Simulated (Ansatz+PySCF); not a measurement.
Results of a calculation; reference values are marked as such.
# Several solutions for singlet MgO

```yaml
atoms:
  - { symbol: Mg, position_ang: [-0.0088, -0.0404, -0.6710] }
  - { symbol: O, position_ang: [-0.0232, 0.0156, 1.0072] }
```

Basis set: def2-SVP (spherical functions). Charge 0, multiplicity 1.

PBE0 (unrestricted) was run from several starts with Ansatz (development build ahead of 0.2.0) and PySCF 2.14.0.

| run | program | start | converged | energy (hartree) | <S²> |
| --- | --- | --- | --- | --- | --- |
| A | Ansatz | atomic start, no search | yes | -274.88392 | 0.00 |
| B | PySCF | program defaults | yes | -274.88392 | 0.00 |
| C | Ansatz | search for the lowest state | yes | -274.89097 | 0.54 |
| D | PySCF | guess minao, instabilities followed | yes | -274.89097 | 0.54 |
| E | Ansatz | stability test followed | yes | -274.89097 | 0.54 |

Question: Which runs reached the lowest solution of this kind, and what is wrong with the others?

Answer: C, D, E reached the lowest solution found. Converged but too high: A by 0.19 eV, B by 0.19 eV. Convergence only shows a stationary point, and even a stable one can lie too high; stability tests and further starts are what find lower ones. Caution: the unrestricted determinant is spin contaminated.
